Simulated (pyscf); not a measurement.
## Four-centre exchange: `[BH2][F]` + `[OH2]` → `[OH][BH][F]` + `[H][H]`

Gas phase, singlet surface, charge 0. Bonds broken: B1–H3, O5–H6. Bonds formed: B1–O5, H3–H6. Optimised with ωB97X-D3(BJ)/def2-SVP in PySCF.

Transition state (Å):

```xyz
7

B     -1.2686    -0.0976     0.0470
F     -0.9699    -0.4270     1.3299
H     -1.0808    -1.2189    -0.7547
H     -2.3505     0.3649    -0.2197
O     -0.0780     0.6539    -0.6332
H     -0.3488    -0.5149    -0.9788
H      0.6806     0.6030    -0.0326
```

One imaginary mode, 1463i cm⁻¹; descent along it reached the two sides named, in the forms told below.

| bond | change | reactant side (Å) | saddle | product side |
|---|---|---|---|---|
| B1–H3 | breaks | 1.219 | 1.391 | 3.1 |
| O5–H6 | breaks | 0.969 | 1.249 | 2.9 |
| B1–O5 | forms | 1.745 | 1.564 | 1.349 |
| H3–H6 | forms | 2.512 | 1.040 | 0.760 |

Electronic energies relative to the separated reactants (kJ/mol):

```tsv
level	barrier	reaction energy	reverse barrier
ωB97X-D3(BJ)/def2-TZVP	61.1	-137.6	198.7
PBE/def2-TZVP	30.9	-141.9	172.8
r²SCAN/def2-TZVP	35.9	-148.6	184.6
B3LYP-D3(BJ)/def2-TZVP	60.7	-141.7	202.3
PBE0-D3(BJ)/def2-TZVP	41.3	-139.6	181.0
M06-2X/def2-TZVP	56.5	-148.1	204.5
ωB97M-D3(BJ)/def2-TZVP	58.3	-140.0	198.3
HF/def2-TZVP	136.7	-129.5	266.3
```

With ωB97M-D3(BJ)/def2-TZVP energies and thermal terms (ideal gas, 1 atm, RRHO with modes under 100 cm⁻¹ raised to 100, one conformer, R ln 2 for chiral ones without a mode under 150 cm⁻¹), in kJ/mol:

```json
[
 {"T (K)": "298", "ΔH‡": "55.1", "ΔG‡": "98.2", "ΔH": "-149.6", "ΔG": "-141.3"},
 {"T (K)": "600", "ΔH‡": "53.6", "ΔG‡": "142.7", "ΔH": "-146.5", "ΔG": "-133.9"},
 {"T (K)": "900", "ΔH‡": "55.5", "ΔG‡": "187.0", "ΔH": "-143.1", "ΔG": "-128.4"},
 {"T (K)": "1200", "ΔH‡": "58.6", "ΔG‡": "230.3", "ΔH": "-140.2", "ΔG": "-124.0"}
]
```

On the reactant side the descent ends in an adduct with a B–O contact, 44.6 kJ/mol under the separated species and 105.8 kJ/mol under the saddle at ωB97X-D3(BJ)/def2-TZVP. What is counted as formed (B–O) is already present as a longer contact in the reactant adduct; forming that adduct is a step of its own. At the saddle there is also a short B–H contact that neither side keeps. One saddle was located; it need not be the lowest between these sides.
